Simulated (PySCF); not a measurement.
Some computed properties have been withheld. Give your best values.

C₄H₇O (doublet state).
Structure used (GFN2-xTB), in Å, numbered top down from 1:
```xyz
12
C4H7O angstrom
C      2.1611    0.5813    0.5750
C      0.9576    0.2232    0.2724
C      0.1752   -0.7247   -0.5237
O     -1.1120   -1.0000   -0.0049
C     -1.9247    0.1436    0.0656
H      3.0599    0.0877    0.1980
H      2.3620    1.4131    1.2351
H      0.6713   -1.7059   -0.5596
H      0.0827   -0.3285   -1.5520
H     -2.8616   -0.1661    0.5231
H     -1.4489    0.9200    0.6780
H     -2.1215    0.5556   -0.9332
```

| property | level | value |
| --- | --- | --- |
| point group of the GFN2-xTB geometry | GFN2-xTB | ? |
| rotational constants A, B, C of the GFN2-xTB geometry | GFN2-xTB | ? |
| isotropic g value | unrestricted B3LYP/pcH-1, mean-field spin–orbit | 2.00223 |
| spin squared ⟨S²⟩ | unrestricted B3LYP/pcH-1 | ? |
| largest isotropic hyperfine couplings (means over sets of like nuclei) | unrestricted B3LYP/pcH-1 | 13C +248.0 (C2), 1H +185.1 (H6), 1H +128.8 (H7), 1H +46.0 (H8/H9), 17O -27.2 (O4) MHz |

Gas-phase values; electronic properties from PySCF, density fitting. Isolated species at its GFN2-xTB geometry (one conformer only). Hyperfine couplings depend on the geometry, which wasn't re-optimised at a DFT level. Couplings of like nuclei are plain means over topologically equivalent atoms, as if these changed places fast (by rotation of a methyl-like group, say); in this geometry the members of some sets differ.

Task: The point group of the GFN2-xTB geometry?

Result: C1.

Task: What are the rotational constants A, B, C of the GFN2-xTB geometry?

Result: 14.208, 2.838, 2.519 GHz.

Task: What is the spin squared ⟨S²⟩?

Result: 0.759.

At 9.50 GHz, hν = g·μB·B₀ (B₀ the magnetic field) puts the centre of the isotropic spectrum, to first order, at 339.0 mT. g_iso is shifted by about -90 ppm from the free-electron value 2.002319. The rotational constants make it an asymmetric top with κ = (2B − A − C)/(A − C) = -0.95, nearer the prolate limit (−1). With B = h/(8π²I), that is 505.379 GHz u Å² over I, the principal moments of inertia are 35.6, 178.1 and 200.7 u Å² (most abundant isotopes). ⟨S²⟩ is 0.009 above the pure-spin value S(S + 1) = 0.75.
